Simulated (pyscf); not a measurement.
H₂B–NH–SiH₃ (SMILES BN[SiH3]) → HB=NH (SMILES B=N) + SiH₄ (SMILES [SiH4]), an elimination (singlet surface; B–H, N–Si broken, H–Si formed). Single points on ωB97X-D3(BJ)/def2-SVP structures (PySCF, gas phase). MP2 and CC: frozen core, UHF for open shells. ΔMP2 is the change of the MP2 total energy from the triple- to the quadruple-zeta basis. Energies in kcal/mol from the reactant's lowest minimum found.

Small-basis levels: PySCF, no dispersion term, spherical d functions. AM1 to PM7: differences of heats of formation from MOPAC. GFN2-xTB: tblite. Cost: rough CPU time at the saddle relative to B3LYP/6-31G*, from one job on a shared machine.

```tsv
level	barrier	reaction energy	cost
HF/STO-3G	108.0	+62.7	0.06
MP2/6-31G*	64.8	+40.6	0.1
PBE/6-31G*	56.0	+41.8	1
M06-2X/6-31G*	63.3	+46.2	2
B3LYP/def2-SVP	59.0	+38.2	1
GFN2-xTB	57.8	+36.4	under 0.02
AM1	64.9	+40.5	under 0.02
PM6	52.4	+34.7	under 0.02
PM7	60.6	+31.2	under 0.02
CCSD(T)/def2-TZVPP + ΔMP2(QZVPP)	60.0	+41.9	–
```

Against the last row the barrier runs from -7.6 (PM6) to +48.0 kcal/mol (HF/STO-3G); PM7 happens to lie closest here (0.6 kcal/mol apart). CCSD(T)/def2-TZVPP + ΔMP2(QZVPP) has limits of its own. This is the saddle that the search found; another between the same sides may lie lower. The CCSD(T) − MP2 part came from Ansatz, without density fitting, on the same reference.
